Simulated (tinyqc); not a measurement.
CIS on RHF in the sto-3g basis, frozen core, for H2O, spin multiplicity 1, step by step. One step of it, computed by the program tinyqc.

Question. CIS matrix, singlets. A(ia,jb) = (e_a - e_i) d_ij d_ab + 2 (ia|jb) - (ij|ab).

orbital energies (hartree): MO1 -20.260032, MO2 -1.261170, MO3 -0.575707, MO4 -0.474830, MO5 -0.396512, MO6 0.574059, MO7 0.673651

Two-electron integrals over orbitals (pq|rs), unique and non-zero (hartree); the lowest 1 orbital is frozen and left out:
```
(22|22) 0.729017    (32|22) -0.007075   (32|32) 0.139645    (33|22) 0.643746
(33|32) 0.002257    (33|33) 0.628659    (42|22) -0.003310   (42|32) -0.001097
(42|33) 0.003746    (42|42) 0.124526    (43|22) -0.006356   (43|32) 0.018790
(43|33) -0.005158   (43|42) 0.010009    (43|43) 0.051745    (44|22) 0.662649
(44|32) 0.009031    (44|33) 0.591240    (44|42) -0.098725   (44|43) -0.009112
(44|44) 0.742522    (52|52) 0.144943    (53|52) 0.005082    (53|53) 0.029045
(54|52) -0.049212   (54|53) -0.003029   (54|54) 0.054774    (55|22) 0.747738
(55|32) 0.004930    (55|33) 0.628300    (55|42) -0.077296   (55|43) -0.011325
(55|44) 0.709470    (55|55) 0.880159    (62|22) -0.134797   (62|32) -0.013771
(62|33) -0.076933   (62|42) -0.022602   (62|43) 0.010156    (62|44) -0.067649
(62|55) -0.145054   (62|62) 0.097668    (63|22) -0.041216   (63|32) 0.026041
(63|33) -0.028288   (63|42) 0.022010    (63|43) 0.029464    (63|44) -0.034016
(63|55) -0.053443   (63|62) 0.027786    (63|63) 0.069749    (64|22) -0.102885
(64|32) 0.020806    (64|33) -0.047671   (64|42) 0.050653    (64|43) 0.010574
(64|44) -0.126737   (64|55) -0.129969   (64|62) 0.052345    (64|63) 0.039281
(64|64) 0.089448    (65|52) -0.051993   (65|53) -0.007944   (65|54) -0.001331
(65|65) 0.035957    (66|22) 0.617161    (66|32) 0.045812    (66|33) 0.573619
(66|42) 0.048211    (66|43) 0.028095    (66|44) 0.562852    (66|55) 0.597063
(66|62) -0.093884   (66|63) 0.015306    (66|64) -0.035352   (66|66) 0.630564
(72|22) -0.045736   (72|32) 0.038933    (72|33) -0.019427   (72|42) -0.000311
(72|43) -0.034973   (72|44) -0.029376   (72|55) -0.049544   (72|62) 0.012712
(72|63) -0.025881   (72|64) 0.020690    (72|66) -0.036004   (72|72) 0.066921
(73|22) 0.131025    (73|32) 0.018816    (73|33) 0.086150    (73|42) -0.080581
(73|43) -0.000324   (73|44) 0.141469    (73|55) 0.182572    (73|62) -0.063886
(73|63) -0.023092   (73|64) -0.081629   (73|66) 0.051485    (73|72) -0.031974
(73|73) 0.151737    (74|22) -0.015863   (74|32) -0.076229   (74|33) -0.011377
(74|42) 0.004651    (74|43) -0.001402   (74|44) -0.027248   (74|55) -0.024090
(74|62) 0.017278    (74|63) -0.035185   (74|64) -0.004942   (74|66) -0.041152
(74|72) -0.009523   (74|73) -0.031213   (74|74) 0.069873    (75|52) -0.017549
(75|53) 0.022066    (75|54) 0.001737    (75|65) 0.004045    (75|75) 0.024798
(76|22) 0.007396    (76|32) -0.075642   (76|33) -0.006274   (76|42) 0.014077
(76|43) -0.042512   (76|44) -0.013785   (76|55) -0.001713   (76|62) -0.012087
(76|63) -0.041457   (76|64) -0.019739   (76|66) -0.039759   (76|72) 0.008079
(76|73) -0.025143   (76|74) 0.045653    (76|76) 0.082024    (77|22) 0.619816
(77|32) -0.052089   (77|33) 0.602344    (77|42) -0.006886   (77|43) -0.029319
(77|44) 0.585390    (77|55) 0.611738    (77|62) -0.064629   (77|63) -0.051687
(77|64) -0.053078   (77|66) 0.540330    (77|72) -0.015650   (77|73) 0.064248
(77|74) 0.025440    (77|76) 0.042230    (77|77) 0.636257
```

Give: CIS matrix A, singlet.

Answer.

CIS matrix A, singlet (hartree), order 2>6, 2>7, 3>6, 3>7, 4>6, 4>7, 5>6, 5>7:
$$\begin{pmatrix}
1.4134 & 0.0180 & 0.0098 & -0.0521 & 0.0565 & 0.0205 & 0.0000 & 0.0000 \\
0.0180 & 1.4488 & 0.0239 & -0.0119 & 0.0273 & -0.0122 & 0.0000 & 0.0000 \\
0.0098 & 0.0239 & 0.7156 & -0.0399 & 0.0505 & -0.0279 & 0.0000 & 0.0000 \\
-0.0521 & -0.0119 & -0.0399 & 0.9505 & -0.1207 & -0.0331 & 0.0000 & 0.0000 \\
0.0565 & 0.0273 & 0.0505 & -0.1207 & 0.6649 & 0.0039 & 0.0000 & 0.0000 \\
0.0205 & -0.0122 & -0.0279 & -0.0331 & 0.0039 & 0.7028 & 0.0000 & 0.0000 \\
0.0000 & 0.0000 & 0.0000 & 0.0000 & 0.0000 & 0.0000 & 0.4454 & 0.0098 \\
0.0000 & 0.0000 & 0.0000 & 0.0000 & 0.0000 & 0.0000 & 0.0098 & 0.5080
\end{pmatrix}$$
